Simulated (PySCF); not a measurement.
## Name the molecule from its bond curve

A diatomic of charge -1 contains S. Its doublet curve at r²SCAN in a double-zeta basis (no relativity, PySCF), in eV from the separated fragments:

| R (Å) | E (eV) |
| --- | --- |
| 1.936 | -1.586 |
| 2.026 | -2.051 |
| 2.116 | -2.307 |
| 2.183 | -2.397 |
| 2.251 | -2.422 |
| 2.318 | -2.396 |
| 2.409 | -2.305 |
| 2.521 | -2.130 |
| 2.656 | -1.874 |
| 2.836 | -1.517 |

The fit gives ωe = 470 cm⁻¹ and the rotational constant Bₑ = 0.2436 cm⁻¹.

Problem. Which atom is the partner?

Solution. The minimum lies at 2.247 Å, so the reduced mass is 16.8576 u Å² cm⁻¹/(Bₑ·Re²) = 13.71 u. With S at 31.97 u the partner weighs about 24.0 u: Mg. The molecule is MgS⁻.

The highest Kohn–Sham level is positive in this anion. Much of that is self-interaction error, but it also means that the finite basis helps to hold the extra electron. The state is the lowest determinant that a PBE0 search found; another state may lie lower at other levels.
